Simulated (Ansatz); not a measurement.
The reference is BP in the zinc blende structure (space group F-43m, No. 216).

```
BP
1.0
    0.00000     2.27414     2.27414
    2.27414     0.00000     2.27414
    2.27414     2.27414     0.00000
P B
1 1
Cartesian
  3.41121   3.41121   3.41121
  0.00000   0.00000   0.00000
```

Computed with DFT with PBE, PAW potentials and a 420 eV plane-wave cutoff in Ansatz (a quantum-chemistry and plane-wave program), spin-orbit coupling left out, earlier PAW set.

```tsv
level	lattice parameter a
PBE	4.548 Å
```

Q: From these computed values, estimate the measured ones, and say how each level misses.

A: Measured: lattice parameter a 4.525 Å (static lattice; corrected from measurement; as listed in Daniel Mejia-Rodriguez, S. B. Trickey, Phys. Rev. B (2018)). Computed minus measured — lattice parameter a: PBE +0.5 %.

Stability against distortions was not tested.
